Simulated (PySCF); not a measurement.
## MgP: from constants to spectrum

UHF-CCSD(T) constants of MgP, ⁴Σ⁻ (quartet), unpaired electrons σ ↑, π ↑↑ (PySCF, no relativity, basis sets Mg aug-pcseg-1, P aug-pcseg-1; masses 23.9850 and 30.9738 u):

| Property | Result |
| --- | --- |
| ωe | 228.7 cm⁻¹ |
| ωexe | 4.86 cm⁻¹ |
| Be | 0.17401 cm⁻¹ |
| αe | 0.00300 cm⁻¹ |
| De to Mg + P | 0.220 eV |

Q: What force constant and bond length do these constants imply?

A: Reduced mass μred = 13.518 u; k = 5.8918×10⁻⁷·μred·ωe² (u, cm⁻¹, mdyn/Å) = 0.417 mdyn/Å; Re = √(16.8576/(μred·Be)) (u, cm⁻¹, Å) = 2.677 Å.

Q: Estimate the centrifugal constant D from the Kratzer relation and find the Dunham coefficient a1.

A: D = 4Be³/ωe² = 4.03e-07 cm⁻¹; a1 = −1 − αeωe/(6Be²) = -4.78.

Correlated steps freeze 6 core orbitals. The bond is weak. Basis-set superposition, not corrected here, can be much of De in a small basis, most of all at correlated wavefunction levels. The state was picked by a PBE0 search and need not be the measured ground state.
